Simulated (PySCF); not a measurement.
One ligand Y is varied and pulled off as a radical: Zn(OCH3)1–Y. All species are isolated molecules in the gas phase. One relaxed conformer stands for each flexible species; it need not be the lowest. Multiplicities are imposed; where one is given, others were not computed. Strings in code marks are SMILES. All members: neutral, multiplicity 2. Level: TPSSh-D3(BJ)/def2-TZVP // BP86-D3(BJ)/def2-SVP (PySCF), beside PBE-D3(BJ)/def2-TZVP // BP86-D3(BJ)/def2-SVP (PySCF) at the same geometries.  Orbital energies are measured against the vacuum level.

```json
[
 {"species": "`[NH2]`", "highest occupied spin orbital, PBE (eV)": "-7.20", "highest occupied spin orbital, TPSSh-D3(BJ) (eV)": "-7.97"},
 {"species": "`[SH]`", "highest occupied spin orbital, PBE (eV)": "-6.12", "highest occupied spin orbital, TPSSh-D3(BJ) (eV)": "-6.75"},
 {"species": "`C[O]`", "highest occupied spin orbital, PBE (eV)": "-5.96", "highest occupied spin orbital, TPSSh-D3(BJ) (eV)": "-6.87"},
 {"species": "`C[N]C`", "highest occupied spin orbital, PBE (eV)": "-5.57", "highest occupied spin orbital, TPSSh-D3(BJ) (eV)": "-6.42"},
 {"species": "`[CH3]`", "highest occupied spin orbital, PBE (eV)": "-5.38", "highest occupied spin orbital, TPSSh-D3(BJ) (eV)": "withheld"},
 {"species": "[Zn(OCH3)]", "highest occupied spin orbital, PBE (eV)": "-5.16", "highest occupied spin orbital, TPSSh-D3(BJ) (eV)": "-5.62"}
]
```

Q: Fit y = a + b·x, y being the highest occupied spin orbital at the first level, to the 5 complete rows by least squares, with x = the PBE value in eV. Give a, b and the rms residual, and predict the withheld value.

A: Means of the 5 rows: x̄ = -6.002, ȳ = -6.726 eV. Σ(x − x̄)² = 2.3465 and Σ(x − x̄)(y − ȳ) = 2.5505, so b = 1.087 and a = ȳ − b·x̄ = -0.202 eV. The rms residual is 0.151 eV. At x = -5.38 the line gives -6.05 eV. The run for `[CH3]` gave -6.06 eV, so the line is off by 0.01 eV, within twice the rms residual.

Codes: PySCF.
